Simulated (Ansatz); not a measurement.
Fe (bcc, W type): values from a third-order Birch-Murnaghan fit to a volume scan beside measured ones. Computed values: PBEsol (plane waves to 420 eV, PAW, scalar-relativistic; Ansatz, an electronic-structure program). Fe was relaxed with its symmetry unable to fall. Relaxed Fe ends ferromagnetic. The PAW data are Ansatz's earlier set. The magnetic order is the one the run started from; other orders were not tried.

```json
[
 {"quantity": "Lattice constant a (Å)", "reference": "2.853", "kind": "measured, corrected to the static lattice", "PBEsol": "2.787", "difference": "-2.3 %"},
 {"quantity": "Bulk modulus B₀ (GPa)", "reference": "174", "kind": "measured, corrected to the static lattice", "PBEsol": "223", "difference": "+28.1 %"}
]
```

PBEsol underestimates the lattice constant a by 2.3 %. PBEsol overestimates the bulk modulus B₀ by 28.1 %.

References as given in: Daniel Mejia-Rodriguez, S. B. Trickey, Physical Review B (2018), arXiv:1807.09216; H. Levämäki, M. P. J. Punkkinen, K. Kokko et al., Physical Review B (2014), arXiv:1402.3671.

(Under strain, the slope of the energy per volume gives the stress and its curvature an elastic modulus.)
